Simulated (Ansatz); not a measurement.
Basis-set extrapolation for C3H6FNO (`CN1COC1F`) (PBE0-D4/def2-TZVP geometry, frozen core, Ansatz). Multiplicity 1, RHF reference.

|  | def2-TZVPP | def2-QZVPP |
| --- | --- | --- |
| HF | -345.944925 | -345.960480 |
| MP2 correlation | -1.186087 | -1.275624 |
| CCSD(T) correlation | -1.263617 | not run |

Energies in hartree. Use E(X) = E(∞) + A·exp(−7.88·√X) for Hartree–Fock and E(X) = E(∞) + B·X^(−2.97) for correlation, with X = 3 and 4, and add CCSD(T) minus MP2 of the smaller set to the MP2 limit.

**Question.** What is the CCSD(T) energy at the basis-set limit?

**Answer.** HF limit: -345.960480 + (-0.015555) × 0.13774 = -345.96262. MP2 limit: -1.275624 + (-0.089537) × 0.74074 = -1.34195. Higher-order term: -1.263617 − (-1.186087) = -0.07753. Total: -347.38210 hartree, 4.72 eV below CCSD(T)/def2-TZVPP.
